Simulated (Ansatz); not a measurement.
Process, species as SMILES: P (PH3) + H+ → [PH4+]
B3LYP-D3(BJ)/def2-TZVP geometries, fixed; electronic energies without zero-point terms; positive where energy is released.
Largest species:
```
P
H 1 1.3979
H 1 1.3979 2 109.47
H 1 1.3979 2 109.47 3 -120.00
H 1 1.3979 2 109.47 4 -120.00
```
Charge +1, spin multiplicity 1.

Basis-set convergence of the proton affinity at CCSD(T) with Ansatz (a quantum-chemistry and plane-wave program). All functions are spherical. Cores are frozen. No added dispersion term, no relativity. Functions are those of the species that has most. Reference: Hartree-Fock in aug-cc-pV(Q+d)Z plus the correlation part extrapolated as X^-3 from aug-cc-pV(T+d)Z and aug-cc-pV(Q+d)Z, 193.41 kcal/mol, itself unsure by roughly 0.13 kcal/mol (a third of the extrapolation step and of the last Hartree-Fock step). Deviations are taken from unrounded values.

```json
[
 {"basis": "def2-SV(P)", "functions": "26", "proton affinity (kcal/mol)": "190.79", "minus reference (kcal/mol)": "-2.62"},
 {"basis": "def2-SVP", "functions": "38", "proton affinity (kcal/mol)": "196.35", "minus reference (kcal/mol)": "2.94"},
 {"basis": "def2-SVPD", "functions": "56", "proton affinity (kcal/mol)": "193.87", "minus reference (kcal/mol)": "0.46"},
 {"basis": "def2-TZVP", "functions": "61", "proton affinity (kcal/mol)": "193.15", "minus reference (kcal/mol)": "-0.26"},
 {"basis": "def2-TZVPD", "functions": "79", "proton affinity (kcal/mol)": "192.68", "minus reference (kcal/mol)": "-0.73"},
 {"basis": "def2-TZVPP", "functions": "98", "proton affinity (kcal/mol)": "193.96", "minus reference (kcal/mol)": "0.55"},
 {"basis": "def2-TZVPPD", "functions": "116", "proton affinity (kcal/mol)": "193.68", "minus reference (kcal/mol)": "0.27"},
 {"basis": "def2-QZVPP", "functions": "190", "proton affinity (kcal/mol)": "193.65", "minus reference (kcal/mol)": "0.24"},
 {"basis": "def2-QZVPPD", "functions": "208", "proton affinity (kcal/mol)": "193.59", "minus reference (kcal/mol)": "0.18"}
]
```

The smallest set listed that lies within 2 kcal/mol of the reference with all its larger relatives (same family, alike in diffuse functions; a set with none counts only in the reference's own line) is def2-SVPD (56 functions, 0.46 kcal/mol off).
